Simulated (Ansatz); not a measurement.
**C2H6, singlet: energies of several shapes or isomers**

Calculated in Ansatz's Gaussian-basis code; NEVPT3, MRCISD by development code. Basis aug-cc-pVTZ, nonrelativistic, 2 orbitals frozen in the corrections; active space CAS(2,2). Restricted Hartree–Fock, then the lowest state-specific CASSCF solution met for each case. On stretched bonds single-reference methods can fail or change state. Solutions in different active orbitals can move differences by tenths of an eV and at times more than 1 eV.

Case A:

```xyz
8

C     0.0000    0.0000    0.7622
C     0.0000    0.0000   -0.7622
H     0.0000    1.0190    1.1572
H    -0.8824   -0.5095    1.1572
H     0.8824   -0.5095    1.1572
H     0.0000   -1.0190   -1.1572
H    -0.8824    0.5095   -1.1572
H     0.8824    0.5095   -1.1572
```

Case B:

| atom | x (Å) | y (Å) | z (Å) |
| --- | --- | --- | --- |
| C | 0.0000 | 0.0000 | 1.1433 |
| C | 0.0000 | 0.0000 | -1.1433 |
| H | 0.0000 | 1.0190 | 1.5383 |
| H | -0.8824 | -0.5095 | 1.5383 |
| H | 0.8824 | -0.5095 | 1.5383 |
| H | 0.0000 | -1.0190 | -1.5383 |
| H | -0.8824 | 0.5095 | -1.5383 |
| H | 0.8824 | 0.5095 | -1.5383 |

Energy less that of case A, in eV:

```tsv
case	RHF/ROHF	CASSCF	SC-NEVPT2	FIC-NEVPT2	NEVPT3
B	+3.156	+2.408	+2.747	+2.746	+2.667
```

Problem. What does MRCISD+Q give for these differences?

Solution. B: +2.689 eV (62.0 kcal/mol).
